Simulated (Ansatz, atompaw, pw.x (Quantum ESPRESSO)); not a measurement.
## Ge (Z = 32): one change to the PAW (atompaw) potential, in the atom and in the diamond crystal

```json
{"Element": "germanium", "Generator": "atompaw 4.2.0.5", "Type": "PAW", "Functional": "PBE", "Relativity": "scalar-relativistic", "Frozen core": "[Ar] 3d10", "Valence charge": "4", "Reference configuration": "4s1.5 4p2.5", "Partial waves": "4s (bound): rc 1.85 bohr; 4s channel at 0.15 Ry: rc 2.70 bohr; 4p (bound): rc 2.70 bohr; 4p channel at 3.4 Ry: rc 2.50 bohr; 4d channel at 0.15 Ry: rc 2.70 bohr", "Local potential": "bessel scheme, radius 1.85 bohr", "Core correction": "smooth core density matched at 2.35 bohr", "Augmentation charge": "sinc compensation charge, radius 2.05 bohr; PAW radius 2.70 bohr; waves and projectors: custom rrkj gramschmidtortho"}
```

Change: all radii scaled by about 0.93 (s 1.72, p 2.50, d 2.50 bohr); local potential bessel scheme, radius 1.72 bohr; augmentation sinc compensation charge, radius 1.90 bohr; PAW radius 2.50 bohr; waves and projectors: custom rrkj gramschmidtortho; core correction smooth core density matched at 2.18 bohr.

Cutoffs, loose and tight: the cutoffs (Ry, on a coarse ladder) from which the occupation-weighted sum of valence levels, in a spherical-Bessel basis at the reference potential, stays within 10 and 1 mRy of its value at 400 Ry. They see the waves, projectors and local potential, not the compensation charge or the core.

Crystal test: diamond Ge in pw.x 7.5, no spin, 8³ k-points, Fermi–Dirac smearing 0.01 Ry, cutoffs set for each file from its atomic test. The reference is all-electron LAPW (Ansatz 0.2.0) with the same functional, mesh and smearing; V0 and B0 come from Birch–Murnaghan fits to the pressures at five volumes. Errors are pseudo minus all-electron; Δ is the rms difference of the E(V) curves that follow from these fits, minima aligned, over ±6 % about the mean V0. Mesh and smearing are coarse, so the numbers serve the comparison and aren't converged zero-temperature values; the lattice is a test structure that the element need not adopt.

All-electron: a0 = 5.765 Å (V0 = 23.95 Å³/atom), B0 = 57.6 GPa.

Task: Does the change bring the crystal closer to the all-electron result?

Result: The mean pressure error goes from +0.39 to +0.47 GPa, so the change moves the solid further from the all-electron pressures. The B0 error goes the other way, from +2.1 to +1.0 %.

| quantity | base | changed |
| --- | --- | --- |
| outcome (atom) | generated | generated |
| cutoff, loose (atom) | 8 Ry | 10 Ry |
| cutoff, tight (atom) | 12 Ry | 15 Ry |
| bound ghosts (atom) | none | none |
| cutoffs in pw.x (Ry) | 40/400 | 40/400 |
| a0 (Å) | 5.777 | 5.780 |
| a0 error (%) | +0.21 | +0.26 |
| B0 error (%) | +2.1 | +1.0 |
| Δ (meV/atom) | 2.0 | 2.4 |
| mean pressure error (GPa) | +0.39 | +0.47 |

Base: The largest radius (2.70 bohr) exceeds half the bond length (2.36 bohr), so the spheres overlap, which is one possible source of error among others. Changed file: The largest radius (2.50 bohr) exceeds half the bond length (2.36 bohr), so the spheres overlap, which is one possible source of error among others. The atomic cutoffs weigh occupied waves only.
